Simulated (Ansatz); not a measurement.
# C₂H₆FN: small, medium and large basis sets

The task here is to estimate one member of a computed series from the others.

Program: Ansatz 0.2.0, Gaussian basis. Level of theory: one geometry, several basis sets. These are calculated values, not measurements.

Levels to be run: PBE0-D4/def2-SVP; ωB97M-V/def2-SVP; PBE0-D4/def2-QZVPP; ωB97M-V/def2-QZVPP; the functionals' def2-TZVPP values are taken from earlier runs.

## Structure used throughout

The geometry comes from an earlier relaxation with PBE0-D4 in a triple-zeta def2 set; it is a stationary point, not always the lowest conformer.

SMILES `CC(N)F`, 10 atoms, charge 0, spin multiplicity 1.

Atoms are counted from 1 here; the program's logs count them from 0.

Bond lengths: C1–C2 1.506 Å, C1–H5 1.093 Å, C1–H6 1.090 Å, C1–H7 1.090 Å, C2–N3 1.409 Å, C2–F4 1.415 Å, C2–H8 1.094 Å, N3–H9 1.012 Å, N3–H10 1.011 Å. Angles: C2–C1–H5 110.0°, C2–C1–H6 110.1°, C2–C1–H7 110.3°, H5–C1–H6 108.8°, H5–C1–H7 108.4°, H6–C1–H7 109.2°, C1–C2–N3 112.2°, C1–C2–F4 107.3°, C1–C2–H8 111.6°, N3–C2–F4 111.9°, N3–C2–H8 108.9°, F4–C2–H8 104.7°, C2–N3–H9 111.8°, C2–N3–H10 112.2°, H9–N3–H10 109.3°.

The first run:

in.yaml reads:

```yaml
crystal:
  periodic: [false, false, false]
  atoms:
    - {symbol: C, position_ang: [-0.978821, 0.425454, -0.400511]}
    - {symbol: C, position_ang: [0.083754, -0.517293, 0.098358]}
    - {symbol: N, position_ang: [1.102802, 0.154548, 0.801894]}
    - {symbol: F, position_ang: [0.588802, -1.214520, -1.025049]}
    - {symbol: H, position_ang: [-0.531167, 1.187075, -1.044289]}
    - {symbol: H, position_ang: [-1.467148, 0.919099, 0.440292]}
    - {symbol: H, position_ang: [-1.724627, -0.118460, -0.979889]}
    - {symbol: H, position_ang: [-0.338383, -1.295276, 0.741385]}
    - {symbol: H, position_ang: [1.526061, 0.885130, 0.244195]}
    - {symbol: H, position_ang: [1.821927, -0.476856, 1.126512]}
basis:
  gaussian: {orbitals: def2-SVP}
hamiltonian: {xc: pbe0, dispersion: d4}
output: {orbitals: {seedname: orbitals}}
```

Started as:

```
ansatz run in.yaml --threads 2 --pin off --events-out ev --progress --plain --max-ram 4352MiB
```

Among the steps run: PBE0-D4 in def2-SVP; ωB97M-V in def2-SVP; PBE0-D4 in def2-QZVPP; ωB97M-V in def2-QZVPP.

One table of the session follows, with a row left open; its other results are not shown here.

It belongs to the step «Density functionals: the series». 

| functional | basis | HOMO (eV) | LUMO (eV) |
| --- | --- | --- | --- |
| PBE0-D4 | def2-SVP | -7.55 | 1.95 |
| PBE0-D4 | def2-TZVPP | -7.83 | 1.20 |
| PBE0-D4 | def2-QZVPP | ? | ? |
| ωB97M-V | def2-SVP | -9.99 | 3.58 |
| ωB97M-V | def2-TZVPP | -10.28 | 2.57 |
| ωB97M-V | def2-QZVPP | -10.34 | 1.91 |

Estimate the missing values for PBE0-D4, def2-QZVPP.

As computed: HOMO (eV): -7.89; LUMO (eV): 0.76. In the column «HOMO (eV)» it lies between ωB97M-V, def2-SVP (-9.99) and PBE0-D4, def2-TZVPP (-7.83).
